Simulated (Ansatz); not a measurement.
A made-up structure of CH3BS, singlet:

B1  (0.436, -0.056, -1.201)
C2  (-0.610, 0.032, -0.065)
S3  (-0.422, 0.073, 1.893)
H4  (1.301, -0.130, -2.189)
H5  (-1.781, 0.088, -0.402)
H6  (1.077, -0.007, 1.965)
(Å)

It is relaxed with PBE-D4/def2-SVP and then PBE0-D4/def2-TZVP (Ansatz 0.2.0). Atoms count as bonded within 1.22 times the sum of their covalent radii (H–H: 0.88 Å). The end point is not checked to be a true minimum.

Question: Does its bonding change? (A judgement: the text doesn't fix the answer.)

Answer: By the calculation: No: no bond forms or breaks.

Where it ends: The first stage lowers the energy by 1.22 eV in 6 steps. It ends as CH₃BS ([BH][CH][SH]):
```xyz
6
angstrom
B 0.3895 -0.0498 -1.0723
C -0.5446 0.0285 -0.0583
S -0.3770 0.0655 1.6897
H 1.1613 -0.1157 -1.9544
H -1.5905 0.0781 -0.3596
H 0.9613 -0.0067 1.7549
```

Labels in which every atom is bracketed show which atoms are joined, not bond orders.

For scale, one of the runs: PBE0-D4/def2-TZVP relaxation, 117 basis functions, launched by `ansatz run in.yaml --threads 2 --pin off --events-out ev --progress --plain --max-ram 4352MiB`. Hardware: 2 CPU threads of an Intel Xeon Platinum 8259CL, shared host. Wall time about 12 s.
